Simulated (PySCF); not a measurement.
Ionisation energies (eV) were calculated with PySCF 2.14 by MP2 (valence), PBE, LDA, in another order, as differences of total energies without spin-orbit coupling. The measured values are between term centres (NIST).

| species | measured | A | B | C |
| --- | --- | --- | --- | --- |
| C⁺ (aug-cc-pwCVQZ, non-relativistic) | 24.378 | 24.774 | 24.854 | 24.424 |
| O (aug-cc-pwCVQZ, non-relativistic) | 13.608 | 14.005 | 14.064 | 13.446 |
| P (aug-cc-pwCVQZ, non-relativistic) | 10.526 | 10.577 | 10.489 | 10.527 |
| S (aug-cc-pwCVQZ, non-relativistic) | 10.336 | 10.568 | 10.431 | 10.108 |
| Ca (aug-cc-pwCVQZ-X2C, spin-free X2C) | 6.113 | 6.238 | 6.096 | 5.709 |
| Zn (aug-cc-pwCVQZ-PP with ECP10MDF, ECP) | 9.394 | 9.903 | 9.556 | 9.219 |
| Sb (aug-cc-pwCVQZ-PP with ECP28MDF, ECP) | 9.124 | 9.115 | 8.960 | 9.023 |
| Ir (aug-cc-pwCVQZ-PP with ECP60MDF, ECP) | 8.926 | 9.348 | 8.917 | 8.754 |

Task: Which column is which method?

Result: A is LDA (mean error 0.27 eV); B is PBE (mean error 0.12 eV); C is MP2 (valence) (mean error -0.15 eV). LDA overbinds the outer electron and comes out highest. PBE, with gradient corrections, lies close to experiment on average, with errors of both signs. Valence MP2 in a finite basis recovers only part of the missing correlation, so it stays below experiment on average.
